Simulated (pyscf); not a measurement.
**Four-centre exchange: `[PH2][PH2]` + `[GaH3]` -> `[PH2][GaH2]` + `[PH3]`**

Gas phase, singlet surface, charge 0. Bonds broken: P1–P2, Ga7–H8. Bonds formed: P1–Ga7, P2–H8. Single points on ωB97X-D3(BJ)/def2-SVP structures (PySCF, gas phase). MP2 and CC: frozen core, UHF for open shells. ΔMP2 is the change of the MP2 total energy from the triple- to the quadruple-zeta basis.

Transition state (Å):

```xyz
10

P     -1.1192    -1.0273    -0.7283
P     -1.2561     1.2867     0.1485
H     -1.4376    -1.4636    -2.0374
H     -1.8758    -1.9342     0.0490
H     -0.4321     2.4531    -0.0261
H     -1.9380     1.5681    -1.0809
Ga     1.1386    -0.6573    -0.1238
H      0.2701     0.7134     0.5257
H      1.7050    -1.4564     1.0925
H      1.9355    -0.1420    -1.3651
```

One imaginary mode, 816i cm⁻¹; descent along it reached the two sides named, in the forms told below.

```csv
bond,change,reactant side (Å),saddle,product side
P1–P2,breaks,2.197,2.478,3.6
Ga7–H8,breaks,1.578,1.748,3.4
P1–Ga7,forms,2.505,2.366,2.340
P2–H8,forms,3.8,1.673,1.413
```

Electronic energies relative to the separated reactants (kcal/mol):

```
level                             barrier  reaction energy  reverse barrier
--------------------------------  -------  ---------------  ---------------
ωB97X-D3(BJ)/def2-TZVP               26.8            -12.6             39.3
PBE/def2-TZVP                        23.7            -12.2             36.0
r²SCAN/def2-TZVP                     24.8            -12.6             37.4
B3LYP-D3(BJ)/def2-TZVP               28.2            -11.7             40.0
PBE0-D3(BJ)/def2-TZVP                24.9            -12.1             37.0
M06-2X/def2-TZVP                     29.4            -13.0             42.3
ωB97M-D3(BJ)/def2-TZVP               32.5            -11.4             44.0
HF/def2-TZVP                         48.9            -12.2             61.1
MP2/def2-QZVPP                       29.5            -13.0             42.5
CCSD/def2-TZVPP                      34.3            -13.4             47.6
CCSD(T)/def2-TZVPP                   31.1            -13.3             44.4
CCSD(T)/def2-TZVPP + ΔMP2(QZVPP)     30.2            -13.1             43.3
```

With CCSD(T)/def2-TZVPP + ΔMP2(QZVPP) energies and thermal terms (ideal gas, 1 atm, RRHO with modes under 100 cm⁻¹ raised to 100, one conformer, R ln 2 for chiral ones without a mode under 150 cm⁻¹), in kcal/mol:

```tsv
T (K)	ΔH‡	ΔG‡	ΔH	ΔG
298	30.9	41.4	-12.6	-13.2
600	31.3	51.8	-12.5	-13.9
900	31.8	62.0	-12.6	-14.7
1200	32.4	72.0	-12.6	-15.4
```

On the reactant side the descent ends in an adduct with a Ga–P contact, 19.8 kcal/mol under the separated species and 46.6 kcal/mol under the saddle at ωB97X-D3(BJ)/def2-TZVP. On the product side the descent ends in an adduct with a Ga–P contact (not fully relaxed), 16.5 kcal/mol under the separated species and 55.9 kcal/mol under the saddle at ωB97X-D3(BJ)/def2-TZVP. What is counted as formed (Ga–P) is already present as a longer contact in the reactant adduct; forming that adduct is a step of its own. The same reactants have a lower exit, to H₂P–PH–GaH₂ + H₂ (barrier +26.9 kcal/mol at ωB97M-D3(BJ)/def2-TZVP, against +32.5 kcal/mol here). One saddle was located; it need not be the lowest between these sides. The CCSD(T) − MP2 part came from Ansatz, without density fitting, on the same reference. The frozen core leaves the outer d or s,p core shells of the metals and heavy elements correlated in the MP2 and CC values, and def2-TZVPP describes them poorly, which can shift differences by a few kcal/mol. Elements up to Kr have no core potential and no relativistic terms here.
